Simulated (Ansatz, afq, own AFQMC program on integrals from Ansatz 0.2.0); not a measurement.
NO, doublet in cc-pVDZ, levels against CCSDT(Q)

```xyz
2

N     0.0000    0.0000    0.0000
O     0.0000    0.0000    1.1398
```

Basis cc-pVDZ. Noble-gas cores (and the filled d shells of Ga–Kr and In–Xe) are frozen. Ansatz 0.2.0 and our own AFQMC program on the same integrals; the CISD trial comes from CCSD amplitudes, and released means the phaseless constraint is let go. Free projection: walkers drawn from exp(T), propagated without any constraint. Its projection time is finite, and what remains of the start isn't in its error. ± is one standard error of the sampling.

Determinant: ROHF, the one that the program's search chose, which needn't be the lowest solution. The geometry is a point of a scan.

No full CI on the walks' own integrals is used here; CCSDT(Q) serves as the reference and is uncertain by about the last step of the cluster series.

Cautions: the released energies move by 1.5 errors or more from one time to the next, so no released level is given (meV from the phaseless value at times in 1/Eh: -37 ± 22 at 0.24, -26 ± 23 at 0.51, -62 ± 25 at 0.99, -54 ± 28 at 1.62, 23 ± 24 at 2.40).

* T1 diagnostic: 0.0217
* weight of the determinant in the CISD state: 0.897
* size of the correlated space: 11 electrons in 26 orbitals

Reference: CCSDT(Q), correlation energy -9.359 eV.

```
        level  E − E(reference) (kJ/mol)  share of correlation (%)
           HF                      903.0                      0.00
          MP2                       44.2                     95.10
         CCSD                       34.3                     96.21
      CCSD(T)                        4.6                     99.49
        CCSDT                        3.6                     99.60
ph-AFQMC/CISD                  5.4 ± 1.5                     99.40
   free AFQMC                  2.3 ± 3.0                     99.75
```

Free projections are given only where their last times agree within the noise and don't stop above the reference; a slow remainder of the start can still hide under it. A walk keeps the symmetry of its determinant, which the program's search chose and which needn't be the lowest solution, so a lower state of the same spin and another symmetry isn't excluded.
